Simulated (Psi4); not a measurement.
Process, species as SMILES: O (H2O) → [OH-] + H+
B3LYP-D3(BJ)/def2-TZVP geometries, fixed; electronic energies without zero-point terms.
Largest species:
```xyz
3

O      0.0070     0.0013     0.1167
H     -0.0500     0.7593    -0.4742
H     -0.0062    -0.7700    -0.4592
```
Charge 0, spin multiplicity 1.

Basis-set convergence of the deprotonation energy at wB97X-V with Psi4. Cartesian d functions, on some or all atoms, in 6-31G*, 6-31+G*, 6-31G**; all else is spherical. Density fitting with the program's default auxiliary sets. Psi4's default fitting sets serve the pcseg sets less well. The functional holds VV10 correlation; no added dispersion term, no relativity. Functions are those of the species that has most. Reference: the value in aug-cc-pV5Z, 398.15 kcal/mol, itself unsure by roughly 0.02 kcal/mol (its mean distance from aug-cc-pVQZ, def2-QZVPPD). Deviations are taken from unrounded values.

```json
[
 {"basis": "3-21G", "functions": "13", "deprotonation energy (kcal/mol)": "457.87", "minus reference (kcal/mol)": "59.72"},
 {"basis": "pcseg-0", "functions": "13", "deprotonation energy (kcal/mol)": "436.33", "minus reference (kcal/mol)": "38.18"},
 {"basis": "def2-SV(P)", "functions": "18", "deprotonation energy (kcal/mol)": "430.20", "minus reference (kcal/mol)": "32.05"},
 {"basis": "6-31G*", "functions": "19", "deprotonation energy (kcal/mol)": "431.79", "minus reference (kcal/mol)": "33.64"},
 {"basis": "6-31+G*", "functions": "23", "deprotonation energy (kcal/mol)": "394.84", "minus reference (kcal/mol)": "-3.30"},
 {"basis": "6-31G**", "functions": "25", "deprotonation energy (kcal/mol)": "435.19", "minus reference (kcal/mol)": "37.04"},
 {"basis": "6-311+G**", "functions": "34", "deprotonation energy (kcal/mol)": "398.19", "minus reference (kcal/mol)": "0.04"},
 {"basis": "def2-TZVP", "functions": "43", "deprotonation energy (kcal/mol)": "410.69", "minus reference (kcal/mol)": "12.54"},
 {"basis": "def2-TZVPD", "functions": "58", "deprotonation energy (kcal/mol)": "397.25", "minus reference (kcal/mol)": "-0.90"},
 {"basis": "jun-cc-pV(T+d)Z", "functions": "67", "deprotonation energy (kcal/mol)": "397.97", "minus reference (kcal/mol)": "-0.18"},
 {"basis": "aug-pcseg-2", "functions": "92", "deprotonation energy (kcal/mol)": "397.95", "minus reference (kcal/mol)": "-0.20"},
 {"basis": "cc-pVQZ", "functions": "115", "deprotonation energy (kcal/mol)": "412.27", "minus reference (kcal/mol)": "14.12"},
 {"basis": "aug-cc-pV5Z", "functions": "287", "deprotonation energy (kcal/mol)": "398.15", "minus reference (kcal/mol)": "0.00"}
]
```
